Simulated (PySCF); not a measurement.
Telling isomers of C5H5F apart by NMR

No solvent, non-relativistic Hamiltonian, fast rotation and ring inversion assumed for equivalent nuclei, single conformer. B3LYP/pcJ-1 coupling constants (spin–dipole term left out of most H,H and C,H couplings); structure optimised with GFN2-xTB; shielding tensors at PBE0/pcSseg-1 (GIAO); PySCF.

References, each an isolated molecule treated in the same way: 1H, 13C against TMS. Multiplet labels drop J under 1 Hz and among equivalent protons, and merge close values. Unscaled 3J(H,H) run several per cent high. Vicinal couplings that depend on rotamer populations or ring flexing (ring, CH–CH, X–H and H–F types) are those of the one conformer. One-bond C–F couplings are unscaled and too large by tens of Hz. Shifts are as computed. Against solution values, carbons near 30 ppm lie about +3 ppm off and those near 130 ppm about +5 ppm. Of 1309 compounds with measured shifts, 239 miss one by over three times the rms of a fit or turn the order of signals round; such compounds aren't used in these exercises.

(1) Tabulate the signals of `C#CC/C=C\F`, `C#C/C=C/CF` and their relative energies.

(2) What is the quickest way to tell C#CC/C=C\F from C#C/C=C/CF?

Answers

(1) 
| SMILES | carbon types | δC | δH | E rel. (kcal/mol) |
| --- | --- | --- | --- | --- |
| C#CC/C=C\F | 1×C 3×CH 1×CH2 | 158.5, 114.7, 86.3, 74.9, 16.1 | 6.88 (ddt, 1H), 5.08 (dtd, 1H), 3.24 (m, 2H), 1.39 (t, 1H) | 2.2 |
| C#C/C=C/CF | 1×C 3×CH 1×CH2 | 149.9, 114.4, 89.7, 86.7, 86.2 | 6.34 (m, 1H), 6.12 (m, 1H), 5.43 (m, 2H), 2.75 (m, 1H) | 0.0 |

Energies are electronic energies at PBE0/pcSseg-1 on these geometries, without zero-point or thermal terms, each for the one conformer computed, which needn't be the lowest.

(2) Both give the same number of carbon signals, with the same numbers of each carbon type, so the positions decide. The first has an allylic sp3 CH2 at 16.1 ppm, the second an allylic sp3 CH2 bonded to F at 86.7 ppm. Their most deshielded carbons lie at 158.5 and 149.9 ppm. In the proton spectra the most deshielded non-exchanging signals are 6.88 (ddt, J = 90.0, 5.8, 2.0 Hz, 1H) and 6.34 (m, 1H).
